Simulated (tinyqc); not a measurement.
Worked calculation (part 1 of 2): CIS and TDHF on RHF in the sto-3g basis, for H2O, spin multiplicity 1. Computed by tinyqc, a small Python program that keeps every step (integrals from PySCF). Settings: charge = 0, multiplicity = 1, basis = sto-3g, method = RHF, energy threshold = 1e-10, iteration cap = 71, orthogonalisation = canonical, start = core, DIIS depth = 6, TDHF = 1. Command: `OMP_NUM_THREADS=1 python tinyqc.py 21805 21806 out.jsonl` (the two numbers bound the seeds that draw the settings). One thread of a shared host (Intel(R) Xeon(R) Processor @ 2.60GHz), about 0.1 s of CPU time with the checks. The early iterations of the SCF are left out here.

## One-electron integrals

Geometry (angstrom):
```
atom        x         y        z
O     0.00000   0.00000  0.00000
H     0.00000   0.82200  0.53900
H     0.00000  -0.82200  0.53900
```

Basis sto-3g: exponents (1/bohr^2) and contraction coefficients of normalised primitives:
```
element  l (shell)   exponent  coefficient
O            s (1)  130.70932      0.15433
O            s (1)   23.80886      0.53533
O            s (1)    6.44361      0.44463
O            s (2)    5.03315     -0.09997
O            s (2)    1.16960      0.39951
O            s (2)    0.38039      0.70012
O            p (3)    5.03315      0.15592
O            p (3)    1.16960      0.60768
O            p (3)    0.38039      0.39196
H            s (1)    3.42525      0.15433
H            s (1)    0.62391      0.53533
H            s (1)    0.16886      0.44463
```

Overlap, kinetic and nuclear-attraction integrals over the contracted functions; the nuclear repulsion is the sum of Za Zb / Rab.

nuclear repulsion = 8.9355192 hartree

overlap S, lower triangle:
```
          1O 1s    1O 2s   1O 2px    1O 2py   1O 2pz    2H 1s    3H 1s
1O 1s   1.00000
1O 2s   0.23670  1.00000
1O 2px  0.00000  0.00000  1.00000
1O 2py  0.00000  0.00000  0.00000   1.00000
1O 2pz  0.00000  0.00000  0.00000   0.00000  1.00000
2H 1s   0.05077  0.45806  0.00000   0.32142  0.21076  1.00000
3H 1s   0.05077  0.45806  0.00000  -0.32142  0.21076  0.20807  1.00000
```

kinetic energy T (hartree), lower triangle:
```
           1O 1s    1O 2s   1O 2px    1O 2py   1O 2pz     2H 1s    3H 1s
1O 1s   29.00320
1O 2s   -0.16801  0.80813
1O 2px   0.00000  0.00000  2.52873
1O 2py   0.00000  0.00000  0.00000   2.52873
1O 2pz   0.00000  0.00000  0.00000   0.00000  2.52873
2H 1s   -0.00418  0.11659  0.00000   0.22146  0.14522   0.76003
3H 1s   -0.00418  0.11659  0.00000  -0.22146  0.14522  -0.00002  0.76003
```

nuclear attraction V (hartree), lower triangle:
```
            1O 1s      1O 2s    1O 2px     1O 2py     1O 2pz     2H 1s     3H 1s
1O 1s   -61.69516
1O 2s    -7.43794  -10.11651
1O 2px    0.00000    0.00000  -9.96475
1O 2py    0.00000    0.00000   0.00000  -10.12940
1O 2pz   -0.01614   -0.19161   0.00000    0.00000  -10.03555
2H 1s    -1.64006   -3.68736   0.00000   -2.30091   -1.56463  -5.71310
3H 1s    -1.64006   -3.68736   0.00000    2.30091   -1.56463  -1.33333  -5.71310
```

core Hamiltonian H = T + V (hartree), lower triangle:
```
            1O 1s     1O 2s    1O 2px    1O 2py    1O 2pz     2H 1s     3H 1s
1O 1s   -32.69196
1O 2s    -7.60595  -9.30839
1O 2px    0.00000   0.00000  -7.43602
1O 2py    0.00000   0.00000   0.00000  -7.60067
1O 2pz   -0.01614  -0.19161   0.00000   0.00000  -7.50681
2H 1s    -1.64423  -3.57077   0.00000  -2.07945  -1.41941  -4.95307
3H 1s    -1.64423  -3.57077   0.00000   2.07945  -1.41941  -1.33335  -4.95307
```

## Two-electron integrals

Functions are numbered as in S; the eight-fold symmetry (ij|kl) = (ji|kl) = (kl|ij) leaves the list below.

Two-electron integrals (ij|kl) in chemists' order, unique and non-zero (hartree):
```
(11|11) 4.78507    (21|11) 0.74138    (21|21) 0.13687    (22|11) 1.11895
(22|21) 0.25663    (22|22) 0.81721    (31|31) 0.02448    (32|31) 0.03781
(32|32) 0.18052    (33|11) 1.11581    (33|21) 0.25668    (33|22) 0.81702
(33|33) 0.88016    (41|41) 0.02448    (42|41) 0.03781    (42|42) 0.18052
(43|43) 0.04744    (44|11) 1.11581    (44|21) 0.25668    (44|22) 0.81702
(44|33) 0.78527    (44|44) 0.88016    (51|51) 0.02448    (52|51) 0.03781
(52|52) 0.18052    (53|53) 0.04744    (54|54) 0.04744    (55|11) 1.11581
(55|21) 0.25668    (55|22) 0.81702    (55|33) 0.78527    (55|44) 0.78527
(55|55) 0.88016    (61|11) 0.16147    (61|21) 0.02955    (61|22) 0.05503
(61|33) 0.05493    (61|41) 0.00114    (61|42) 0.00213    (61|44) 0.05515
(61|51) 0.00075    (61|52) 0.00140    (61|54) 0.00015    (61|55) 0.05502
(61|61) 0.00646    (62|11) 0.38602    (62|21) 0.08961    (62|22) 0.31515
(62|33) 0.30985    (62|41) 0.00562    (62|42) 0.04259    (62|44) 0.32076
(62|51) 0.00368    (62|52) 0.02793    (62|54) 0.00715    (62|55) 0.31454
(62|61) 0.01971    (62|62) 0.14946    (63|31) 0.00946    (63|32) 0.05476
(63|43) 0.00889    (63|53) 0.00583    (63|63) 0.02150    (64|11) 0.23003
(64|21) 0.05410    (64|22) 0.20318    (64|33) 0.19393    (64|41) 0.01244
(64|42) 0.08083    (64|44) 0.21853    (64|51) 0.00195    (64|52) 0.01709
(64|54) 0.01031    (64|55) 0.19686    (64|61) 0.01244    (64|62) 0.11704
(64|64) 0.11212    (65|11) 0.15083    (65|21) 0.03547    (65|22) 0.13323
(65|33) 0.12716    (65|41) 0.00195    (65|42) 0.01709    (65|44) 0.13164
(65|51) 0.01074    (65|52) 0.06597    (65|54) 0.01182    (65|55) 0.14074
(65|61) 0.00816    (65|62) 0.07675    (65|64) 0.05942    (65|65) 0.06046
(66|11) 0.52000    (66|21) 0.12268    (66|22) 0.49410    (66|33) 0.47403
(66|41) 0.01012    (66|42) 0.10516    (66|44) 0.51571    (66|51) 0.00663
(66|52) 0.06895    (66|54) 0.02733    (66|55) 0.49195    (66|61) 0.02724
(66|62) 0.29264    (66|64) 0.26170    (66|65) 0.17160    (66|66) 0.77461
(71|11) 0.16147    (71|21) 0.02955    (71|22) 0.05503    (71|33) 0.05493
(71|41) -0.00114   (71|42) -0.00213   (71|44) 0.05515    (71|51) 0.00075
(71|52) 0.00140    (71|54) -0.00015   (71|55) 0.05502    (71|61) 0.00635
(71|62) 0.01902    (71|64) 0.01096    (71|65) 0.00788    (71|66) 0.02595
(71|71) 0.00646    (72|11) 0.38602    (72|21) 0.08961    (72|22) 0.31515
(72|33) 0.30985    (72|41) -0.00562   (72|42) -0.04259   (72|44) 0.32076
(72|51) 0.00368    (72|52) 0.02793    (72|54) -0.00715   (72|55) 0.31454
(72|61) 0.01902    (72|62) 0.11936    (72|64) 0.06463    (72|65) 0.05948
(72|66) 0.19013    (72|71) 0.01971    (72|72) 0.14946    (73|31) 0.00946
(73|32) 0.05476    (73|43) -0.00889   (73|53) 0.00583    (73|63) 0.01654
(73|73) 0.02150    (74|11) -0.23003   (74|21) -0.05410   (74|22) -0.20318
(74|33) -0.19393   (74|41) 0.01244    (74|42) 0.08083    (74|44) -0.21853
(74|51) -0.00195   (74|52) -0.01709   (74|54) 0.01031    (74|55) -0.19686
(74|61) -0.01096   (74|62) -0.06463   (74|64) -0.01900   (74|65) -0.03150
(74|66) -0.09170   (74|71) -0.01244   (74|72) -0.11704   (74|74) 0.11212
(75|11) 0.15083    (75|21) 0.03547    (75|22) 0.13323    (75|33) 0.12716
(75|41) -0.00195   (75|42) -0.01709   (75|44) 0.13164    (75|51) 0.01074
(75|52) 0.06597    (75|54) -0.01182   (75|55) 0.14074    (75|61) 0.00788
(75|62) 0.05948    (75|64) 0.03150    (75|65) 0.04572    (75|66) 0.10358
(75|71) 0.00816    (75|72) 0.07675    (75|74) -0.05942   (75|75) 0.06046
(76|11) 0.13396    (76|21) 0.03134    (76|22) 0.11843    (76|33) 0.11595
(76|44) 0.11861    (76|51) 0.00208    (76|52) 0.01834    (76|55) 0.12061
(76|61) 0.00681    (76|62) 0.05432    (76|64) 0.03682    (76|65) 0.03136
(76|66) 0.10716    (76|71) 0.00681    (76|72) 0.05432    (76|74) -0.03682
(76|75) 0.03136    (76|76) 0.02383    (77|11) 0.52000    (77|21) 0.12268
(77|22) 0.49410    (77|33) 0.47403    (77|41) -0.01012   (77|42) -0.10516
(77|44) 0.51571    (77|51) 0.00663    (77|52) 0.06895    (77|54) -0.02733
(77|55) 0.49195    (77|61) 0.02595    (77|62) 0.19013    (77|64) 0.09170
(77|65) 0.10358    (77|66) 0.31798    (77|71) 0.02724    (77|72) 0.29264
(77|74) -0.26170   (77|75) 0.17160    (77|76) 0.10716    (77|77) 0.77461
```

## Orthogonalisation

S = U s U^T; canonical form X = U s^(-1/2), so that X^T S X = 1. Each column of U has its largest component positive (the first on a tie).

eigenvalues of S: 0.36102  0.42965  0.89350  1.00000  1.08413  1.36227  1.86942

X:
```
               1         2         3        4         5         6        7
1O 1s   -0.31605   0.00000   0.75597  0.00000  -0.60991   0.00000  0.16359
1O 2s    1.16746   0.00000  -0.26979  0.00000  -0.27360   0.00000  0.43990
1O 2px   0.00000   0.00000   0.00000  1.00000   0.00000   0.00000  0.00000
1O 2py   0.00000   0.95084   0.00000  0.00000   0.00000   0.67001  0.00000
1O 2pz   0.48330   0.00000   0.64896  0.00000   0.66367   0.00000  0.18191
2H 1s   -0.73263  -0.84361  -0.16396  0.00000   0.13246   0.37759  0.37521
3H 1s   -0.73263   0.84361  -0.16396  0.00000   0.13246  -0.37759  0.37521
```

## Iteration 8 (converged): orbitals

converged F (hartree), lower triangle:
```
            1O 1s     1O 2s    1O 2px    1O 2py    1O 2pz     2H 1s     3H 1s
1O 1s   -20.22158
1O 2s    -5.16054  -2.42889
1O 2px    0.00000   0.00000  -0.38182
1O 2py    0.00000   0.00000   0.00000  -0.30617
1O 2pz   -0.02813  -0.10540   0.00000   0.00000  -0.32651
2H 1s    -1.12415  -0.97628   0.00000  -0.40677  -0.32626  -0.53683
3H 1s    -1.12415  -0.97628   0.00000   0.40677  -0.32626  -0.32838  -0.53683
```

Diagonalise F' = X^T F X, C = X C', fill 5 alpha and 5 beta electrons from the bottom; D = 2 C_occ C_occ^T. Each column has its largest component positive (the first on a tie).

F' = X^T F X (hartree), lower triangle:
```
          1        2         3         4         5         6         7
1   0.12350
2   0.00000  0.73162
3   1.69947  0.00000  -9.27942
4   0.00000  0.00000   0.00000  -0.38182
5  -1.21246  0.00000   8.84125   0.00000  -9.14943
6   0.00000  0.10550   0.00000   0.00000   0.00000  -0.60852
7   0.21024  0.00000  -4.04306   0.00000   4.14882   0.00000  -3.03646
```

orbital energies (hartree): MO1 -20.23035, MO2 -1.24466, MO3 -0.61677, MO4 -0.42769, MO5 -0.38182, MO6 0.56087, MO7 0.73988

coefficients C:
```
             MO1       MO2       MO3       MO4      MO5       MO6       MO7
1O 1s    0.99417  -0.23434   0.00000   0.09616  0.00000  -0.13263   0.00000
1O 2s    0.02614   0.84406   0.00000  -0.50156  0.00000   0.85990   0.00000
1O 2px   0.00000   0.00000   0.00000   0.00000  1.00000   0.00000   0.00000
1O 2py   0.00000   0.00000   0.59381   0.00000  0.00000   0.00000   1.00020
1O 2pz   0.00381   0.11182   0.00000   0.79917  0.00000   0.69071   0.00000
2H 1s   -0.00574   0.15874   0.44224   0.27743  0.00000  -0.78725  -0.81159
3H 1s   -0.00574   0.15874  -0.44224   0.27743  0.00000  -0.78725   0.81159
```

D after iteration 8, lower triangle:
```
           1O 1s     1O 2s   1O 2px    1O 2py   1O 2pz     2H 1s    3H 1s
1O 1s    2.10507
1O 2s   -0.44009   1.92938
1O 2px   0.00000   0.00000  2.00000
1O 2py   0.00000   0.00000  0.00000   0.70522
1O 2pz   0.10887  -0.61270  0.00000   0.00000  1.30239
2H 1s   -0.03245  -0.01063  0.00000   0.52521  0.47888   0.59555
3H 1s   -0.03245  -0.01063  0.00000  -0.52521  0.47888  -0.18676  0.59555
```

## Convergence

Stop when the energy changes by less than 1e-10 hartree and every element of the error matrix X^T (F D S - S D F) X is below 3e-06.

Course of the cycle:
```
iteration  E (hartree)     change  largest element of the error matrix
1          -73.2581584          -                             9.78e-01
2          -74.9421125  -1.68e+00                             1.29e-01
3          -74.9573903  -1.53e-02                             2.74e-02
4          -74.9583360  -9.46e-04                             5.24e-03
5          -74.9583837  -4.77e-05                             1.19e-03
6          -74.9583860  -2.30e-06                             1.12e-04
7          -74.9583861  -2.35e-08                             5.13e-07
8          -74.9583861  -1.99e-13                             1.08e-08
```

PySCF RHF in the same basis = -74.9583861 hartree

Converged in 8 iterations.

## Integrals over molecular orbitals

(pq|rs) = sum C_ip C_jq C_kr C_ls (ij|kl), one index at a time.

one-electron integrals over orbitals h = C^T H C (hartree), lower triangle:
```
           1         2         3         4         5         6         7
1  -32.67439
2    0.56220  -7.63391
3    0.00000   0.00000  -6.28022
4   -0.21664   0.43757   0.00000  -6.96809
5    0.00000   0.00000   0.00000   0.00000  -7.43602
6    0.30699  -1.35208   0.00000  -1.07728   0.00000  -5.25168
7    0.00000   0.00000  -1.75121   0.00000   0.00000   0.00000  -5.62021
```

Two-electron integrals over orbitals (pq|rs), unique and non-zero (hartree):
```
(11|11) 4.74478    (21|11) -0.41954   (21|21) 0.05882    (22|11) 1.00654
(22|21) -0.01369   (22|22) 0.72278    (31|31) 0.01055    (32|31) 0.01727
(32|32) 0.14316    (33|11) 0.78589    (33|21) -0.00443   (33|22) 0.63513
(33|33) 0.62258    (41|11) 0.17091    (41|21) -0.02125   (41|22) 0.01458
(41|33) 0.00591    (41|41) 0.02710    (42|11) -0.12562   (42|21) 0.00857
(42|22) -0.00197   (42|33) 0.00646    (42|41) 0.02035    (42|42) 0.12708
(43|31) -0.00280   (43|32) 0.02296    (43|43) 0.04668    (44|11) 1.00311
(44|21) -0.01311   (44|22) 0.68075    (44|33) 0.59295    (44|41) -0.01144
(44|42) -0.10478   (44|44) 0.78227    (51|51) 0.02604    (52|51) 0.03266
(52|52) 0.14586    (53|53) 0.02801    (54|51) -0.01249   (54|52) -0.04404
(54|54) 0.05385    (55|11) 1.11534    (55|21) -0.01181   (55|22) 0.74828
(55|33) 0.62066    (55|41) 0.00475    (55|42) -0.06742   (55|44) 0.72962
(55|55) 0.88016    (61|11) -0.23827   (61|21) 0.03555    (61|22) -0.00232
(61|33) -0.00022   (61|41) -0.00010   (61|42) 0.01973    (61|44) -0.01793
(61|55) -0.00629   (61|61) 0.02988    (62|11) 0.30257    (62|21) -0.00702
(62|22) 0.13887    (62|33) 0.06952    (62|41) 0.01815    (62|42) 0.02345
(62|44) 0.09048    (62|55) 0.15667    (62|61) 0.00577    (62|62) 0.09909
(63|31) 0.00265    (63|32) -0.04623   (63|43) -0.03113   (63|63) 0.07795
(64|11) 0.21791    (64|21) -0.00207   (64|22) 0.09915    (64|33) 0.04177
(64|41) 0.00375    (64|42) -0.02363   (64|44) 0.11833    (64|55) 0.11635
(64|61) 0.00074    (64|62) 0.06344    (64|64) 0.06739    (65|51) 0.01582
(65|52) 0.05960    (65|54) -0.00081   (65|65) 0.03806    (66|11) 0.77919
(66|21) -0.00699   (66|22) 0.59990    (66|33) 0.56284    (66|41) 0.02045
(66|42) 0.05907    (66|44) 0.54206    (66|55) 0.57847    (66|61) 0.00748
(66|62) 0.08927    (66|64) 0.04428    (66|66) 0.58597    (71|31) 0.01521
(71|32) 0.02332    (71|43) -0.00419   (71|63) 0.00333    (71|71) 0.02199
(72|31) 0.01413    (72|32) 0.04467    (72|43) -0.03079   (72|63) 0.03388
(72|71) 0.01929    (72|72) 0.06363    (73|11) 0.36708    (73|21) -0.00734
(73|22) 0.14777    (73|33) 0.09113    (73|41) -0.00059   (73|42) -0.07103
(73|44) 0.16374    (73|55) 0.19399    (73|61) -0.00647   (73|62) 0.07727
(73|64) 0.07685    (73|66) 0.03826    (73|73) 0.15098    (74|31) -0.00886
(74|32) -0.07321   (74|43) 0.00130    (74|63) 0.04692    (74|71) -0.01260
(74|72) -0.01759   (74|74) 0.06561    (75|53) 0.02391    (75|75) 0.02514
(76|31) 0.00927    (76|32) 0.10060    (76|43) 0.04972    (76|63) -0.07163
(76|71) 0.01280    (76|72) -0.00600   (76|74) -0.05695   (76|76) 0.11943
(77|11) 0.87750    (77|21) -0.00979   (77|22) 0.62353    (77|33) 0.60540
(77|41) 0.00376    (77|42) -0.01772   (77|44) 0.60966    (77|55) 0.62762
(77|61) -0.00549   (77|62) 0.06902    (77|64) 0.04388    (77|66) 0.55967
(77|73) 0.10159    (77|77) 0.61973
```

## CIS matrix, singlets

A(ia,jb) = (e_a - e_i) d_ij d_ab + 2 (ia|jb) - (ij|ab).

CIS matrix A, singlet (hartree), lower triangle:
```
          1>6       1>7      2>6       2>7      3>6      3>7      4>6      4>7
1>6  20.07179
1>7   0.00000  20.13670
2>6   0.01852   0.00000  1.40382
2>7   0.00000   0.04836  0.00000   1.48827
3>6   0.00000  -0.00261  0.00000  -0.03285  0.77071
3>7  -0.02222   0.00000  0.05395   0.00000  0.00000  1.05321
4>6  -0.01896   0.00000  0.06780   0.00000  0.00000  0.10397  0.58129
4>7   0.00000  -0.02896  0.00000  -0.01745  0.04413  0.00000  0.00000  0.68912
5>6   0.00000   0.00000  0.00000   0.00000  0.00000  0.00000  0.00000  0.00000
5>7   0.00000   0.00000  0.00000   0.00000  0.00000  0.00000  0.00000  0.00000

         5>6      5>7
5>6  0.44034
5>7  0.00000  0.54436
```

## CIS singlet states

dipole integrals <i|r|a> (bohr):
```
           x         y         z
1>6  0.00000   0.00000   0.04094
1>7  0.00000   0.05713   0.00000
2>6  0.00000   0.00000  -0.07282
2>7  0.00000  -0.14685   0.00000
3>6  0.00000  -0.92051   0.00000
3>7  0.00000   0.00000  -0.59034
4>6  0.00000   0.00000  -0.41013
4>7  0.00000  -0.67174   0.00000
5>6  0.08095   0.00000   0.00000
5>7  0.00000   0.00000   0.00000
```

Diagonalise A (1 hartree = 27.211386 eV); each vector has its largest component positive (the first on a tie). The transition dipole is mu = sqrt2 sum c_ia <i|r|a>.

singlet excitation energies (eV): 11.98221  14.81291  15.12275  18.22557  21.44358  28.90495  38.64738  40.54810  546.18307  547.95204

lowest vectors:
```
     state 1  state 2   state 3   state 4  state 5   state 6
1>6  0.00000  0.00000   0.00079   0.00000  0.00000   0.00149
1>7  0.00000  0.00000   0.00000   0.00130  0.00059   0.00000
2>6  0.00000  0.00000  -0.06567   0.00000  0.00000  -0.18863
2>7  0.00000  0.00000   0.00000   0.00344  0.05284   0.00000
3>6  0.00000  0.00000   0.00000  -0.39961  0.91548   0.00000
3>7  0.00000  0.00000  -0.19728   0.00000  0.00000   0.96504
4>6  0.00000  0.00000   0.97815   0.00000  0.00000   0.18197
4>7  0.00000  0.00000   0.00000   0.91668  0.39888   0.00000
5>6  1.00000  0.00000   0.00000   0.00000  0.00000   0.00000
5>7  0.00000  1.00000   0.00000   0.00000  0.00000   0.00000
```

oscillator strengths 2/3 w |mu|^2: 0.00385  0.00000  0.05805  0.05509  1.31421  0.56308

## TDHF (RPA) singlet states

B(ia,jb) = 2 (ia|jb) - (ib|ja); the squared energies are the eigenvalues of (A - B)(A + B); 1 hartree = 27.211386 eV.

TDHF matrix B, singlet (hartree), lower triangle:
```
          1>6       1>7      2>6       2>7      3>6      3>7      4>6      4>7
1>6   0.02988
1>7   0.00000   0.02199
2>6   0.00577   0.00000  0.09909
2>7   0.00000   0.01929  0.00000   0.06363
3>6   0.00000   0.01314  0.00000  -0.00952  0.07795
3>7  -0.01627   0.00000  0.12067   0.00000  0.00000  0.15098
4>6   0.00074   0.00000  0.06344   0.00000  0.00000  0.10677  0.06739
4>7   0.00000  -0.01260  0.00000  -0.01759  0.01700  0.00000  0.00000  0.06561
5>6   0.00000   0.00000  0.00000   0.00000  0.00000  0.00000  0.00000  0.00000
5>7   0.00000   0.00000  0.00000   0.00000  0.00000  0.00000  0.00000  0.00000

         5>6      5>7
5>6  0.03806
5>7  0.00000  0.02514
```

squared energies w^2 (hartree^2): 0.19245  0.29570  0.30365  0.44542  0.61324  1.08491  1.96864  2.21553  402.87799  405.49154

TDHF energies from the positive w^2 (eV): 11.93738  14.79710  14.99476  18.16075  21.30909  28.34314  38.17985  40.50323  546.18207  547.95080

## CIS matrix, triplets

A(ia,jb) = (e_a - e_i) d_ij d_ab - (ij|ab).

CIS matrix A, triplet (hartree), lower triangle:
```
          1>6       1>7       2>6       2>7       3>6       3>7      4>6      4>7
1>6  20.01203
1>7   0.00000  20.09272
2>6   0.00699   0.00000   1.20563
2>7   0.00000   0.00979   0.00000   1.36100
3>6   0.00000  -0.00927   0.00000  -0.10060   0.61481
3>7  -0.00927   0.00000  -0.10060   0.00000   0.00000   0.75125
4>6  -0.02045   0.00000  -0.05907   0.00000   0.00000  -0.04972  0.44650
4>7   0.00000  -0.00376   0.00000   0.01772  -0.04972   0.00000  0.00000  0.55791
5>6   0.00000   0.00000   0.00000   0.00000   0.00000   0.00000  0.00000  0.00000
5>7   0.00000   0.00000   0.00000   0.00000   0.00000   0.00000  0.00000  0.00000

         5>6      5>7
5>6  0.36423
5>7  0.00000  0.49408
```

## CIS triplet states

Diagonalise A (1 hartree = 27.211386 eV); each vector has its largest component positive (the first on a tie).

triplet excitation energies (eV): 9.91114  11.73469  13.44454  14.35211  17.17695  20.19908  33.46478  37.41658  544.55580  546.75109

lowest vectors:
```
     state 1  state 2  state 3  state 4   state 5   state 6
1>6  0.00000  0.00107  0.00000  0.00000   0.00000   0.00019
1>7  0.00000  0.00000  0.00000  0.00039   0.00023   0.00000
2>6  0.00000  0.09837  0.00000  0.00000   0.00000   0.18371
2>7  0.00000  0.00000  0.00000  0.04649   0.12809   0.00000
3>6  0.00000  0.00000  0.00000  0.53398   0.83497   0.00000
3>7  0.00000  0.18295  0.00000  0.00000   0.00000   0.96272
4>6  0.00000  0.97819  0.00000  0.00000   0.00000  -0.19853
4>7  0.00000  0.00000  0.00000  0.84422  -0.53519   0.00000
5>6  1.00000  0.00000  0.00000  0.00000   0.00000   0.00000
5>7  0.00000  0.00000  1.00000  0.00000   0.00000   0.00000
```
